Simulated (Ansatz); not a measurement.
# CO− (quartet): wave-function methods side by side, aug-cc-pVTZ

An exercise on one series of results from a longer session: the logs are not shown, and one member is left open.

Method: aug-cc-pVTZ, core rule «outside noble gas», up to 2 orbitals frozen; program: Ansatz 0.2.0, Gaussian basis.

Plan: UHF; CCSD(T) on ROHF; CCSD(T) on UHF; BCCD(T) on ROHF; CCSDT(Q) on ROHF; CCSDT(Q) on UHF; CASSCF and MRCISD+Q, 11 electrons in 8 orbitals; CASSCF and NEVPT2, 11 electrons in 8 orbitals.

4 further runs of the same task are left out: 4 set aside as unsound or not needed. Runs told in other sessions of the task aren't counted.

### What is computed

The geometry is a PBE0/def2-TZVPD stationary point (not a proven minimum) of the parent state, kept for this charge and spin.

2 atoms, charge -1, spin multiplicity 4.

Atoms are counted from 1 here; the program's logs count them from 0.

Bond lengths: O1–C2 1.157 Å.

Set-up of the first run:

in.yaml

```yaml
crystal:
  periodic: [false, false, false]
  atoms:
    - {symbol: O, position_ang: [0.000000, 0.000000, 0.000000]}
    - {symbol: C, position_ang: [0.000000, 0.000000, 1.157400]}
basis:
  gaussian: {orbitals: aug-cc-pVTZ}
total_charge: -1
magnetization: {spin_polarized: true, initial_magnetization: 3}
hamiltonian: {xc: hf}
output: {orbitals: {seedname: orbitals}}
```

Run with:

```console
$ ansatz run in.yaml --threads 1 --pin off --events-out ev --progress --plain --max-ram 2816MiB --backend cpu
```

Among the steps run: UHF; CCSD(T) on ROHF; CCSD(T) on UHF; BCCD(T) on ROHF; CCSDT(Q) on ROHF; CCSDT(Q) on UHF; CASSCF and MRCISD+Q, 11 electrons in 8 orbitals; CASSCF and NEVPT2, 11 electrons in 8 orbitals.

One of the session's tables, all rows but one given; the rest of the session is left out.

```
          method  from UCCSDT(Q) (kcal/mol)
            ROHF                    +233.40
             UHF                    +228.69
            RMP2                     +15.90
            UMP2                     +16.89
           RCCSD                     +11.71
           UCCSD                     +11.60
        RCCSD(T)                      +1.19
        UCCSD(T)                      +1.28
         BCCD(T)                          ?
          RCCSDT                      +0.72
          UCCSDT                      +0.72
       RCCSDT(Q)                      +0.32
       UCCSDT(Q)                          0
  CASSCF valence                    +212.38
  NEVPT2 valence                     +37.54
  MRCISD valence                     +23.43
MRCISD+Q valence                      +7.33
```

Estimate the missing values for BCCD(T).

**Answer.** from UCCSDT(Q) (kcal/mol): +1.32. In the column «from UCCSDT(Q) (kcal/mol)» it lies between UCCSD(T) (+1.28) and MRCISD+Q valence (+7.33).

Limits of these values: Restricted and unrestricted rows rest on different reference determinants; a gap between their highest levels can come from leftover correlation error, from unlike frozen cores or from another state.
